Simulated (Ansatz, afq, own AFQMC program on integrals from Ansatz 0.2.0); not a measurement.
AFQMC on a folder of integrals that Ansatz 0.2.0 wrote.

```yaml
crystal:
  periodic: [false, false, false]
  atoms:
    - {symbol: Ge, position_ang: [0.000000, -0.391639, 1.144092]}
    - {symbol: Ge, position_ang: [0.000000, 0.388237, -1.132711]}
    - {symbol: H, position_ang: [0.000000, 1.189375, 1.163628]}
    - {symbol: H, position_ang: [0.000000, -0.944234, -1.983891]}
basis:
  gaussian: {orbitals: cc-pVDZ}
magnetization: {spin_polarized: true, initial_magnetization: 2}
correlation: {method: ccsd_t, electrons: outside_noble_gas, hamiltonian_folder: ham}
```

```sh
$ ansatz run in.yaml --threads 1 --pin off --events-out ev --progress --plain --max-ram 1382MiB
```

Options of the walk:

```
--method free --trial cisd --walkers 60 --time-step 0.03 --max-blocks 80 --target-error 0.00038 --factor-cut 1e-05 --seed 1356 --times 0,0.21,0.42,0.81,1.2,1.8,2.4,3 --taylor-order 8
```

Times are imaginary, in 1/Eh. The walk had a cap of 1086 s. Filled inner d shells are frozen with the cores.

Log:

```
orbitals 36  electrons 6 4  factors 296 of 742
reference energy -4151.75222203 Eh
CCSD correlation -0.18475385 Eh in 14 cycles, weight of the determinant in the CISD state 0.8536
repeat  energy at the last time / Eh  error
    10  -4151.945531  0.001286
    20  -4151.945713  0.000748
    30  -4151.945353  0.000546
    40  -4151.945706  0.000491
    50  -4151.945284  0.000462
    60  -4151.945722  0.000426
    70  -4151.945827  0.000406
    80  -4151.945938  0.000368
time / (1/Eh)  energy / Eh  error  mean overlap
  0.00  -4151.937063  0.000129  1.1720
  0.21  -4151.939758  0.000161  1.1690
  0.42  -4151.941370  0.000160  1.1761
  0.81  -4151.943434  0.000183  1.1769
  1.20  -4151.944222  0.000191  1.1830
  1.80  -4151.945065  0.000217  1.1905
  2.40  -4151.945475  0.000267  1.1865
  3.00  -4151.945938  0.000368  1.1918
energy -4151.945938 +/- 0.000368 Eh
```

The run passed its tests (error under three times the target), which doesn't prove that it has relaxed.

Against this walk (error 10.0 meV) on the same determinant: CCSD(T) 51.2 meV higher, CCSDT(Q) 6.2 meV lower (within the noise). The error is statistical, and a free projection of finite length keeps a remainder of its start. The last points still move (meV from the last: 68 ± 5 at 0.81, 47 ± 5 at 1.20, 24 ± 6 at 1.80, 13 ± 7 at 2.40, 0 ± 10 at 3.00), but the last one has reached CCSDT(Q) within the noise or passed it, so little can be left to fall.

Cautions: remainder of the start not in the error; no relativity below Rb; no spin-orbit coupling; inner d shell frozen; lower spins were not checked; higher spins were not checked.

The walk took 3 min on 1 thread of Arm Neoverse V2, with other jobs on the host. The log's last line is the free-projection energy.

CCSDT and higher add their correlation energy to the determinant of the CCSD(T) run, since their own runs factorise the integrals more tightly (a shift of under 2 meV). A walk keeps the symmetry of its determinant, which the program's search chose and which needn't be the lowest solution, so a lower state of the same spin and another symmetry isn't excluded.
